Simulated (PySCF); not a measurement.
Compound: C₄H₄N (charge -1).
Z-matrix (Å and degrees, GFN2-xTB geometry), rows numbered from 1:
```
C 
C   1  1.2204
C   2  1.5027  1  173.07
N   3  1.4103  2  108.11  1  -164.72
C   4  1.2680  3  120.66  2    99.49
H   3  1.1039  2  108.99  1    77.73
H   3  1.1173  2  109.49  1   -41.20
H   5  1.0842  4  119.01  3  -171.56
H   5  1.1022  4  124.68  3     6.90
```

Structure optimised with GFN2-xTB, isolated species.

Masses are those of the commonest isotopes; rigid-rotor values at the optimised geometry. The values belong to one conformer with, in the numbering `[C-:1]#[C:2][CH2:3][N:4]=[CH2:5]`, C2–C3–N4–C5 99°.

What are A, B and C (MHz)?

Ia = 29.58, Ib = 159.17, Ic = 173.88 u·Å²; 505379 MHz·u·Å²/I gives A = 17086, B = 3175, C = 2906 MHz.

What kind of rotor is it?

A near-prolate asymmetric top. Ray's parameter κ = (2B − A − C)/(A − C) = -0.962; −1 is the prolate and +1 the oblate limit.

Is it planar, by Δ = Ic − Ia − Ib?

Not planar: Δ = Ic − Ia − Ib = -14.87 u·Å². For a rigid frame Δ = −2 Σ m c², so Σ m c² = 7.43 u·Å² lies off the ab plane: 3.55 from hydrogen and 3.89 from heavier atoms. The atom farthest from that plane is 1.30 Å away.

Give the coordinates in the principal-axis frame, origin at the centre of mass.

The sense of each axis is arbitrary; atoms in the order of the calculation.
| atom | mass (u) | a (Å) | b (Å) | c (Å) |
| --- | --- | --- | --- | --- |
| C1 | 12.000 | -2.313 | 0.544 | -0.023 |
| C2 | 12.000 | -1.234 | -0.026 | 0.012 |
| C3 | 12.000 | 0.023 | -0.830 | 0.187 |
| N4 | 14.003 | 1.073 | -0.148 | -0.461 |
| C5 | 12.000 | 1.884 | 0.569 | 0.199 |
| H6 | 1.008 | -0.107 | -1.812 | -0.301 |
| H7 | 1.008 | 0.214 | -0.992 | 1.276 |
| H8 | 1.008 | 2.594 | 1.189 | -0.336 |
| H9 | 1.008 | 1.912 | 0.633 | 1.299 |

Estimate the classical rotational partition function at 10 K, 50 K and 100 K.

Point group C1, symmetry number σ = 1; q = (√π/σ)·√((kT/h)³/(ABC)), k/h = 20836.6 MHz/K: 425 at 10 K, 4750 at 50 K, 13400 at 100 K.

No GFN2-xTB frequencies stand behind this structure, so it isn't proved a minimum. No vibrational averaging or centrifugal distortion is included, and the geometry carries the error of its method.

These are computed values.
